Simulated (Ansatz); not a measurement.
Molecule: ozone, O3 (charge 0, singlet). 
Structure (B3LYP-D3(BJ)/def2-TZVP (Ansatz, a program for electronic structure) minimum search):
```xyz
3

O     -0.0102     1.0756    -0.2169
O      0.0093     0.0011     0.4285
O      0.0009    -1.0767    -0.2116
```
Charge 0, spin multiplicity 1.

Atomisation energy built up term by term with Ansatz (kcal/mol; UHF references for open shells; valence terms freeze the core; atomic spin-orbit terms are left out). CBS marks a two-point X^-3 extrapolation of the correlation energy; Hartree-Fock from the larger set. The program attaches cautions to a run behind CCSD(T)/CBS(cc-pVTZ,cc-pVQZ): large difference. The program attaches cautions to a run behind CCSD/CBS(cc-pVTZ,cc-pVQZ): large difference. The program attaches cautions to a run behind HF/cc-pVQZ: large difference. The program attaches cautions to a run behind CCSDT/cc-pVDZ: other roots. The program attaches cautions to a run behind CCSD(T)/cc-pVDZ: large difference. The program attaches cautions to a run behind CCSD(T) with core electrons/cc-pwCVTZ: large difference. The program attaches cautions to a run behind CCSD(T)/cc-pwCVTZ: large difference. The program attaches cautions to a run behind X2C-CCSD(T)/cc-pVTZ-DK: large difference. The program attaches cautions to a run behind CCSD(T)/cc-pVTZ: large difference.

The Hartree-Fock reference is unstable (checked in the largest basis), which strains HF and MP2. The T1 diagnostic of CCSD in the largest basis is 0.026, which is high, so the coupled-cluster rows are less sure than usual.

```csv
term,basis,kcal/mol
Hartree-Fock,cc-pVQZ,-54.47
CCSD correlation,"CBS(cc-pVTZ,cc-pVQZ)",172.87
(T),"CBS(cc-pVTZ,cc-pVQZ)",24.69
CCSDT - CCSD(T),cc-pVDZ,-0.12
core correlation,cc-pwCVTZ,0.39
scalar relativity (X2C),cc-pVTZ-DK against cc-pVTZ,-0.25
sum: De,,143.1
```

(T) makes 17.3 % of the CCSD(T) atomisation energy; over 10 % points to strong static correlation.
